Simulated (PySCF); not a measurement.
## First hyperpolarisability: `[C@H](C(C)C)(C)S`, C5H12S

Geometry:
| atom | x (Å) | y (Å) | z (Å) |
| --- | --- | --- | --- |
| C1 | -0.824 | 1.292 | -0.700 |
| C2 | -0.832 | 0.157 | 0.315 |
| C3 | -1.806 | -0.944 | -0.096 |
| C4 | 0.569 | -0.419 | 0.602 |
| C5 | 1.297 | -0.986 | -0.608 |
| S6 | 1.632 | 0.753 | 1.526 |
| H7 | -1.825 | 1.741 | -0.785 |
| H8 | -0.537 | 0.942 | -1.705 |
| H9 | -0.130 | 2.093 | -0.402 |
| H10 | -1.181 | 0.572 | 1.276 |
| H11 | -1.830 | -1.761 | 0.643 |
| H12 | -2.828 | -0.545 | -0.184 |
| H13 | -1.543 | -1.381 | -1.072 |
| H14 | 0.439 | -1.228 | 1.340 |
| H15 | 0.686 | -1.745 | -1.120 |
| H16 | 2.243 | -1.454 | -0.304 |
| H17 | 1.535 | -0.198 | -1.339 |
| H18 | 1.943 | 1.551 | 0.482 |

Method used: quadratic response CAM-B3LYP/aug-cc-pVDZ first hyperpolarisability, Taylor convention, gas phase (PySCF). Geometry: PBE0-D3(BJ)/def2-SVP.

**Question.** What is the first hyperpolarisability, and how does it disperse?

**Answer.** In au, Taylor convention; the vector part is βᵢ = ⅓ Σⱼ (βᵢⱼⱼ + βⱼᵢⱼ + βⱼⱼᵢ); β∥ is 3/5 of the vector part along the dipole, the dipole points from − to +:
```
                   process  λ (nm)  β vector norm    β∥  β HRS  depolarisation ratio
           static β(0;0,0)       ∞          125.0  71.3   49.2                  6.05
second harmonic β(−2ω;ω,ω)    1907          131.9  75.3   52.0                  6.02
         Pockels β(−ω;ω,0)    1907          127.2  72.6      –                     –
second harmonic β(−2ω;ω,ω)    1064          149.3  85.3   59.0                  5.96
         Pockels β(−ω;ω,0)    1064          132.4  75.6      –                     –
```

**Question.** Which lowest excitations, dipole and polarisabilities go with it?

**Answer.** S1 5.47 eV (f = 0.010); S2 6.02 eV (f = 0.023); S3 6.48 eV (f = 0.011); dipole 1.73 D; isotropic α 84.6 au static, 84.8 au at 1907 nm, 85.3 au at 1064 nm, 85.4 au at 953.5 nm, 87.4 au at 532 nm.
